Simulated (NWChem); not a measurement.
All runs are NWChem calculations. System: Cl, charge 0, spin multiplicity 4. Its SCF solution wasn't tested for a lower state. Level: ROCCSD(T)/def2-TZVP, 5 core orbitals frozen.

Part of the output:

```
             Northwest Computational Chemistry Package (NWChem) 7.3.0
             --------------------------------------------------------

                                NWChem Input Module
                                -------------------

 Scaling coordinates for geometry "geometry" by  1.889725989
 (inverse scale =  0.529177249)

                             Geometry "geometry" -> ""
                             -------------------------

 Output coordinates in angstroms (scale by  1.889725989 to convert to a.u.)

  No.       Tag          Charge          X              Y              Z
 ---- ---------------- ---------- -------------- -------------- --------------
    1 Cl                  17.0000     0.00000000     0.00000000     0.00000000

 Effective nuclear repulsion energy (a.u.)       0.0000000000

            Nuclear Dipole moment (a.u.)
            ----------------------------
        X                 Y               Z
 ---------------- ---------------- ----------------
     0.0000000000     0.0000000000     0.0000000000

      Symmetry information
      --------------------

 Group name             D2h
 Group number             26
 Group order               8
 No. of unique centers     1

      Symmetry unique atoms

     1


 Summary of "ao basis" -> "" (spherical)
 ------------------------------------------------------------------------------
       Tag                 Description            Shells   Functions and Types
 ---------------- ------------------------------  ------  ---------------------
 *                         def2-tzvp                  on all atoms

 Summary of "ao basis" -> "ao basis" (spherical)
 ------------------------------------------------------------------------------
       Tag                 Description            Shells   Functions and Types
 ---------------- ------------------------------  ------  ---------------------
 Cl                        def2-tzvp                13       37   5s5p2d1f

                                 NWChem SCF Module
                                 -----------------

  ao basis        = "ao basis"
  functions       =    37
  atoms           =     1
  closed shells   =     7
  open shells     =     3
  charge          =   0.00
  wavefunction    = ROHF
  use symmetry    = T
  symmetry adapt  = T

 Summary of "ao basis" -> "ao basis" (spherical)
 ------------------------------------------------------------------------------
       Tag                 Description            Shells   Functions and Types
[...]
                   ---------------------------------------------


            General Information
            -------------------
      Number of processors :     1
         Wavefunction type : Restricted open-shell Hartree-Fock
          No. of electrons :    17
           Alpha electrons :    10
            Beta electrons :     7
           No. of orbitals :    74
            Alpha orbitals :    37
             Beta orbitals :    37
        Alpha frozen cores :     5
         Beta frozen cores :     5
     Alpha frozen virtuals :     0
      Beta frozen virtuals :     0
         Spin multiplicity : quartet
    Number of AO functions :    37
       Number of AO shells :    13
        Use of symmetry is : on
      Symmetry adaption is : on
         Schwarz screening : 0.10D-09

          Correlation Information
          -----------------------
          Calculation type : Coupled-cluster singles & doubles w/ perturbation
   Perturbative correction : (T)
            Max iterations :      100
        Residual threshold : 0.10D-05
     T(0) DIIS level shift : 0.00D+00
     L(0) DIIS level shift : 0.00D+00
     T(1) DIIS level shift : 0.00D+00
     L(1) DIIS level shift : 0.00D+00
     T(R) DIIS level shift : 0.00D+00
     T(I) DIIS level shift : 0.00D+00
   CC-T/L Amplitude update :  5-th order DIIS
                I/O scheme : Global Array Library
        L-threshold :  0.10D-05
        EOM-threshold :  0.10D-05
 no EOMCCSD initial starts read in
 TCE RESTART OPTIONS
 SLICE:      F
 D4D5:       F
 quantumc:   F
 qrotation:  F
 pwtce:      F
 qducc:      F
 nacto:                         0
 nrotv:                         0
 nrot:                          0

            Memory Information
            ------------------
          Available GA space size is     249034062 doubles
          Available MA space size is     104853860 doubles

 Maximum block size supplied by input
 Maximum block size        24 doubles

 tile_dim =      6

 -------------------------------------------------

 Global array virtual files algorithm will be used

 Parallel file system coherency ......... OK

 4-electron integrals stored in orbital form

 v2    file size   =            28357
 4-index algorithm nr.  13 is used
 imaxsize =       30
 imaxsize ichop =        0


CCSD iterations
 ---------------------------------------------------------
 Iter          Residuum       Correlation     Cpu    Wall
 ---------------------------------------------------------
    1   0.1032431417515  -0.1536133272347     0.1     0.1
    2   0.0267664074190  -0.1620565579260     0.1     0.1
    3   0.0118351449293  -0.1653090369771     0.1     0.1
    4   0.0073145956842  -0.1661256327268     0.1     0.1
    5   0.0052531947097  -0.1665201254914     0.1     0.1
    6   0.0014358093852  -0.1672522660419     0.1     0.1
    7   0.0006534240726  -0.1672082136163     0.1     0.1
    8   0.0004109923115  -0.1672189865968     0.1     0.1
    9   0.0002887168240  -0.1672244803617     0.1     0.1
   10   0.0002128562796  -0.1672302769175     0.1     0.1
   11   0.0000343079822  -0.1672509164380     0.1     0.1
   12   0.0000158533500  -0.1672519784240     0.1     0.1
   13   0.0000093603764  -0.1672526795278     0.1     0.1
   14   0.0000059618074  -0.1672529488020     0.1     0.1
   15   0.0000040111888  -0.1672531238546     0.1     0.1
   16   0.0000011701649  -0.1672534511009     0.1     0.1
   17   0.0000006577533  -0.1672535003526     0.2     0.2
 -----------------------------------------------------------------
 Iterations converged
 CCSD correlation energy / hartree =        -0.167253500352598
 CCSD total energy / hartree       =      -459.058788309118142

 Singles contributions

 Doubles contributions
    12b3u (alpha)     9b1u (beta ) ---    10b1u (alpha)     7b3u (beta )       -0.1781565156
 CCSD(T)
 Using plain CCSD(T) code
             total no. of tasks         1960
 total no. of tasks / no. procs         1960
                         wl_min            1           1.0
                         wl_max         1152           3.2
        thresh for no. of tasks         1960

 CCSD[T]  correction energy / hartree =        -0.007939517085399
 CCSD[T] correlation energy / hartree =        -0.175193017437997
 CCSD[T] total energy / hartree       =      -459.066727826203532
 CCSD(T)  correction energy / hartree =        -0.007982760684836
 CCSD(T) correlation energy / hartree =        -0.175236261037434
 CCSD(T) total energy / hartree       =      -459.066771069802996

 Task  times  cpu:        3.4s     wall:        3.4s

 Total times  cpu:        3.4s     wall:        3.4s
```

**Question.** Write an NWChem input that would produce this output.

**Answer.** One answer among several that fit: 
```
start mol
memory heap 100 mb stack 700 mb global 1900 mb
geometry units angstroms nocenter noautoz
  Cl     0.000000     0.000000     0.000000
  symmetry group D2h
end
basis spherical
  * library def2-tzvp
end
scf
  rohf
  nopen 3
  maxiter 100
  thresh 1e-7
  semidirect memsize 60000000 filesize 0
  # guess.movecs holds the orbitals of an unrestricted PBE0 run
  vectors input guess.movecs swap 7 9 output mol.movecs
end
tce
  freeze core 5
  ccsd(t)
  2eorb
  2emet 13
  thresh 1e-6
  maxiter 100
  tilesize 24
end
task tce energy
```
